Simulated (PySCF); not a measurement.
Bonding in `C=C([S-])C#N`

Species: C₃H₂NS (charge -1).
Atom-mapped SMILES: `[CH2:1]=[C:2]([S-:3])[C:4]#[N:5]` (hydrogens: H6, H7 on C1)

Structure used (GFN2-xTB), in Å, numbered top down from 1:
```xyz
7
C3H2NS angstrom
C     -1.0632   -0.2678    0.0456
C      0.1187    0.3870    0.0502
S      0.3751    2.0679    0.3139
C      1.3264   -0.3014   -0.1741
N      2.3499   -0.8047   -0.3502
H     -1.9882    0.2570    0.2169
H     -1.1153   -1.3331   -0.1294
```

Bond orders from the PBE0/pcSseg-1 density (PySCF). Geometry: GFN2-xTB; no solvent, vibrations or thermal averaging. The pcSseg-1 basis has no diffuse functions, a weakness for an anion.

Question: How far do the computed orders between heavy atoms stray from the drawn ones?

Answer: The largest departure is 0.314, at C1–C2 (drawn double, 1.686). Drawn single, order above 1.12: C2–S3 (1.290). Drawn double or triple, more than 0.30 short of the drawn order: C1–C2 (1.686). The SMILES, with its formal charges, is one Lewis structure only.

Question: Give the Mayer order of every bond between heavy atoms, beside its length.

Answer: 
| bond | drawn as | length (Å) | Mayer order |
| --- | --- | --- | --- |
| C1–C2 | double | 1.351 | 1.686 |
| C2–S3 | single | 1.721 | 1.290 |
| C2–C4 | single | 1.408 | 1.012 |
| C4–N5 | triple | 1.154 | 3.022 |

Bonds between the same two heavy elements. C–C: lowest C2–C4 (1.012, 1.408 Å), highest C1–C2 (1.686, 1.351 Å).

Question: And the bonds to hydrogen?

Answer: C–H: 0.95 (2 bonds).

Question: Sum the orders of all bonds at each heavy atom with more than one neighbour and set the sums beside the valence in the SMILES.

Answer: C1 3.584 (drawn 4), C2 3.988 (drawn 4), C4 4.034 (drawn 4). Orders between atoms that aren't bonded are not in these sums.

The Mayer order sums products of elements of PS (density times overlap matrix) between the two atoms' basis functions, so it depends on the basis set.

The run behind these numbers computed NMR shieldings as well. The run took 5.7 s wall on x86-64 server, one thread, no GPU, shared host.
